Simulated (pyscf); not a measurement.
Optimised with ωB97X-D3(BJ)/def2-SVP in PySCF.

Q: PBE/def2-TZVP puts the barrier of `[NH2][Si][NH2]` [singlet] + `[H][H]` → `[NH2][SiH2][NH2]` (insertion; singlet surface; H–H broken, H–Si, H–Si formed) at 35.0 kcal/mol and the reaction energy at -29.5 kcal/mol, from the separated reactants. What do B3LYP-D3(BJ)/def2-TZVP, PBE0-D3(BJ)/def2-TZVP, ωB97M-D3(BJ)/def2-TZVP give on the same structures?

A: B3LYP-D3(BJ): ΔE‡ = 41.0 kcal/mol, ΔE = -31.2 kcal/mol; PBE0-D3(BJ): ΔE‡ = 36.1 kcal/mol, ΔE = -34.4 kcal/mol; ωB97M-D3(BJ): ΔE‡ = 42.3 kcal/mol, ΔE = -31.4 kcal/mol. PBE's barrier lies under all of them, by 1.1 to 7.3 kcal/mol. Its reaction energy lies over all of them, by 1.7 to 4.9 kcal/mol. One saddle was located; it need not be the lowest between these sides.
